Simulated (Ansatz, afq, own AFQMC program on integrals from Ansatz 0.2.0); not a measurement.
## AlBPH, singlet: AFQMC among the cluster methods

```json
{"atom": "Al", "x (Å)": "0.0000", "y (Å)": "-0.0953", "z (Å)": "1.7498"}
{"atom": "P", "x (Å)": "0.0000", "y (Å)": "0.1896", "z (Å)": "-0.6432"}
{"atom": "B", "x (Å)": "0.0000", "y (Å)": "-0.4517", "z (Å)": "-2.4352"}
{"atom": "H", "x (Å)": "0.0000", "y (Å)": "1.5713", "z (Å)": "-0.9570"}
```

Connectivity, by distances: Al–PH–B.

Basis cc-pVDZ. Only valence electrons are correlated. AFQMC by an in-house program on the Cholesky factors that Ansatz 0.2.0 writes for its CCSD(T) run. The CISD trial takes its coefficients from CCSD amplitudes. Released means that phaseless walkers are propagated on without the constraint, phases kept. Error bars are statistical, one sigma.

Determinant: RHF, the one that the program's search chose, which needn't be the lowest solution. The geometry is a PBE0/def2-TZVP stationary point of this or a neighbouring charge and spin state.

No full CI on the walks' own integrals is used here; CCSDT(Q) serves as the reference and is uncertain by about the last step of the cluster series.

Cautions: higher spins were not checked; restricted determinant unstable towards unrestricted (UHF 173 meV lower, ⟨S²⟩ 0.54); raised T1 diagnostic (T1 0.027, weight of the determinant 0.79, largest double 0.07).

The T1 diagnostic is 0.0268. The weight of the determinant in the CISD state is 0.793 and the size of the correlated space is 12 electrons in 44 orbitals.

Reference: CCSDT(Q), correlation energy -7.822 eV. The released energy is read at 2.40 1/Eh (meV from the phaseless value at times in 1/Eh: -26 ± 25 at 0.24, -33 ± 24 at 0.51, -29 ± 24 at 0.99, -25 ± 23 at 1.62, 12 ± 33 at 2.40).

```csv
level,E − E(reference) (kcal/mol),share of correlation (%)
HF,180.37,0.00
MP2,39.49,78.11
CCSD,9.59,94.68
CCSD(T),1.88,98.96
CCSDT,0.75,99.59
ph-AFQMC/HF,1.14 ± 1.57,99.37
ph-AFQMC/CISD,0.63 ± 0.43,99.65
released AFQMC,0.90 ± 0.77,99.50
```

A walk keeps the symmetry of its determinant, which the program's search chose and which needn't be the lowest solution, so a lower state of the same spin and another symmetry isn't excluded. Released energies are given only where the last usable release times agree within the noise; a slower fall can still hide under it.
